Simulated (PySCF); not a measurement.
A geometry optimisation on `C/N=C/CF`.

Computed with PBE0-D3(BJ)/def2-SVP geometry optimisation, gas phase (PySCF 2.14.0). Start geometry: GFN2-xTB. A driver script takes a list of jobs; this job's settings line and coordinates (Å) are shown.

Input:
```
{"job": {"xc": "PBE0", "basis": "def2-SVP", "d3": "d3bj", "grid": 1, "kind": "geom"}, "charge": 0, "multiplicity": 1}
C      1.899939    -0.003065    -0.133496
N      0.539672     0.080967    -0.557903
C     -0.395073    -0.029194     0.268563
C     -1.820989     0.031172    -0.174690
F     -2.646568     0.274202     0.892963
H      2.016498    -0.151521     0.948118
H      2.370575    -0.828161    -0.669031
H      2.403624     0.915763    -0.434697
H     -0.251366    -0.185531     1.347225
H     -1.979830     0.827386    -0.908030
H     -2.131059    -0.929346    -0.604986
```

Question: Give the output.

Answer: 
```
step   0  E = -271.98726571  max force = 0.011034
step   1  E = -271.98851107  max force = 0.001954
step   2  E = -271.98853457  max force = 0.000680
step   3  E = -271.98854471  max force = 0.000817
step   4  E = -271.98856206  max force = 0.001029
step   5  E = -271.98860200  max force = 0.001828
step   6  E = -271.98864397  max force = 0.002736
step   7  E = -271.98868250  max force = 0.002206
step   8  E = -271.98871125  max force = 0.000286
step   9  E = -271.98871275  max force = 0.000152
optimisation converged
```

Energies in Eh; «max force» is the largest Cartesian gradient component in Eh/bohr.

Question: Give the first gradient maximum in eV/Å.

Answer: With 1 Eh/bohr = 51.422 eV/Å, 0.567 eV/Å.

Main results: final energy -271.98871 Eh after 9 steps; dipole 1.60 D.

Question: Give the final coordinates.

Answer: 0.162 Å rms from the input after alignment:
```
atom  x, y, z in Å
C1     1.8986    0.0707   -0.3034
N2     0.5136    0.2213   -0.6427
C3    -0.3586   -0.0035    0.2411
C4    -1.8207    0.0870   -0.0634
F5    -2.4960    0.6023    1.0126
H6     2.0786   -0.2339    0.7469
H7     2.3608   -0.6744   -0.9713
H8     2.4248    1.0204   -0.4929
H9    -0.1079   -0.3031    1.2821
H10   -1.9769    0.7192   -0.9518
H11   -2.2199   -0.9228   -0.2744
```

The run took 36 s wall on one thread of an x86-64 server, no GPU (shared host).
Labels such as C1 count atoms from 1, the log's own numbers from 0.
